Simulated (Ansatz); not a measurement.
# [CH3···H···NH], triplet in cc-pVDZ: errors against UCCSDT(Q)

Geometry: a point of a hydrogen-transfer path between rigid fragments, not a stationary point.

```xyz
7

C    -1.3382    0.0326    0.0000
H    -1.7014    1.0599    0.0000
H    -1.7014   -0.4811    0.8897
H    -1.7014   -0.4811   -0.8897
H    -0.2486    0.0326    0.0000
N     1.4118    0.0326    0.0000
H     1.6809   -0.9716    0.0000
```

Basis cc-pVDZ; Ansatz 0.2.0. Correlated methods freeze the noble-gas cores, which leaves 14 electrons in 51 orbitals. R marks a restricted (for open shells ROHF) determinant, U an unrestricted one. Active spaces: pair = (4e, 4o) about the gap.

Full CI isn't at hand for all of this; UCCSDT(Q) serves as the reference, and is uncertain by about the last step of the cluster series. The frozen core follows each run's orbitals, which can shift R against U totals by a few meV.

For open shells CISD is restricted-active-space CI with the open shells as a complete middle space.

The UHF ⟨S²⟩ is 2.017, the T1 diagnostic (RCCSD) is 0.0156 and the largest doubles amplitude (RCCSD) is 0.031. The T1 diagnostic (UCCSD) is 0.0096.

```
                level  E − E(UCCSDT(Q)) (kJ/mol)  share of correlation (%)     wall time
                  RHF                      864.5                      0.00             –
                  UHF                      844.4                      2.32             –
                 RMP2                      130.8                     84.87             –
                 UMP2                      130.5                     84.90             –
                 CISD                       87.1                     89.92         8.5 s
                RCCSD                       19.1                     97.80             –
                UCCSD                       18.7                     97.84             –
             RCCSD(T)                        2.9                     99.66         7.5 s
             UCCSD(T)                        2.8                     99.68           7 s
              BCCD(T)                        2.9                     99.66         2.2 s
               RCCSDT                        0.9                     99.89             –
               UCCSDT                        0.8                     99.91             –
            RCCSDT(Q)                        0.1                     99.98  4.6 s (H100)
  CASSCF (pair space)                      803.5                      7.05             –
  NEVPT2 (pair space)                      124.1                     85.64        0.61 s
  MRCISD (pair space)                       76.8                     91.12             –
MRCISD+Q (pair space)                        7.0                     99.20  1.6 s (H100)
```

The correlation energy at UCCSDT(Q), counted from RHF, is -8.960 eV. That run took 4.4 s on 2 threads of AMD EPYC 7R13 with a shared H100 80 GB, shared host.

Times hold each run's SCF and search for its determinant on a shared host, so for small cases they say little of a method's own cost; rows without a card ran on 1 thread of AMD EPYC 7R13.
